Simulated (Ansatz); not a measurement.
**Scan of the H4–N1–Al2 angle**

AlNH4O (SMILES [NH2][AlH][OH]), closed shell, at its PBE0-D4/def2-TZVP minimum:

```csv
atom,x (Å),y (Å),z (Å)
N1,-1.1503,0.3460,-0.5687
Al2,0.3306,0.1491,0.3626
O3,1.3046,-1.1875,-0.0208
H4,-1.4577,-0.2701,-1.3033
H5,-1.8085,1.0956,-0.4369
H6,0.7168,1.1797,1.4954
H7,2.1257,-1.3807,0.4260
```

The angle H4–N1–Al2 (125.1° at the minimum) is set to the values below, H4, with anything bonded beyond it, turning rigidly in the plane of the angle. Each method's energies count from its own value at the PBE0-D4 minimum structure. Ansatz 0.2.0; basis: def2-TZVPP; cores frozen in the correlated methods. B3LYP uses VWN-RPA correlation.

CCSD(T) energies along the scan:
```json
{"angle (°)": "101.1", "CCSD(T) (kJ/mol)": "41.8"}
{"angle (°)": "107.1", "CCSD(T) (kJ/mol)": "24.1"}
{"angle (°)": "113.1", "CCSD(T) (kJ/mol)": "11.1"}
{"angle (°)": "119.1", "CCSD(T) (kJ/mol)": "3.0"}
{"angle (°)": "125.1", "CCSD(T) (kJ/mol)": "0.0"}
{"angle (°)": "131.1", "CCSD(T) (kJ/mol)": "2.1"}
{"angle (°)": "137.1", "CCSD(T) (kJ/mol)": "9.5"}
{"angle (°)": "143.1", "CCSD(T) (kJ/mol)": "22.4"}
{"angle (°)": "149.1", "CCSD(T) (kJ/mol)": "40.7"}
```
They count from the CCSD(T) energy at the PBE0-D4 minimum.

Minimum and curvature along this coordinate at CCSD(T): A fifth-order fit through the nearest points gives 125.7°, with a curvature of about 1.5 meV/deg².

Largest difference from the CCSD(T) curve over the scan: r2SCAN-D4 1.1; PBE0-D4 1.8; B3LYP-D4 0.9; wB97M-V 1.7 kJ/mol. Each curve counts from its own value at the minimum.

No T1 diagnostic of these runs exceeds 0.012.

For scale, one of the runs: CCSD(T)/def2-TZVPP, 160 basis functions (an equivalent command: `ansatz run in.yaml --threads 2`). Hardware: 2 CPU threads, shared host. Wall time 27 s; peak host memory 1.2 GiB.
